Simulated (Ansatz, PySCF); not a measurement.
H2O (SMILES O) with CH5N (SMILES CN) on the geometries of the S66x8 set, where R/Re scales the closest contact. Geometry at R/Re = 1.00 (charge 0, multiplicity 1):
```tsv
atom	x (Å)	y (Å)	z (Å)
O	-2.1168	-0.5594	-0.0047
H	-2.4755	0.3283	0.0276
H	-1.1553	-0.4218	0.0114
N	0.8551	-0.3424	0.0210
H	1.1505	-0.8951	-0.7738
H	1.1652	-0.8532	0.8378
C	1.5144	0.9659	-0.0193
H	1.2039	1.5476	0.8453
H	2.6057	0.9266	-0.0282
H	1.1877	1.5018	-0.9071
```

Interaction energies with rigid monomers; basis-set methods are counterpoise corrected unless marked otherwise.

Rows in 6-31G*, STO-3G carry no dispersion term and start afresh at each structure (6-31G* with six Cartesian d functions).

Codes used: Ansatz (Gaussian orbitals); PySCF for 6-31G* rows, STO-3G rows, the dispersion terms. 

```csv
R/Re,HF/STO-3G (no counterpoise) (meV),HF/aug-cc-pVDZ (meV),PBE-D4/def2-TZVPPD (meV),B3LYP/def2-TZVPPD (meV),M06-2X/6-31G* (no counterpoise) (meV)
0.90,-236.3,-152.6,-331.0,-255.5,-364.8
1.00,-241.6,-206.6,-335.2,[?],-377.5
1.10,-203.2,-208.6,-300.4,-250.0,-343.3
1.25,-138.9,-176.4,-231.9,-193.8,-268.6
1.50,-73.0,-114.4,[?],-114.9,-167.4
2.00,-29.2,-47.6,-50.2,-43.4,-55.8
```

Question: What belongs in the gaps?

Answer: 
- 1.50, PBE-D4/def2-TZVPPD (meV): -138.7
- 1.00, B3LYP/def2-TZVPPD (meV): -273.9

Ansatz is a quantum-chemistry and plane-wave program.
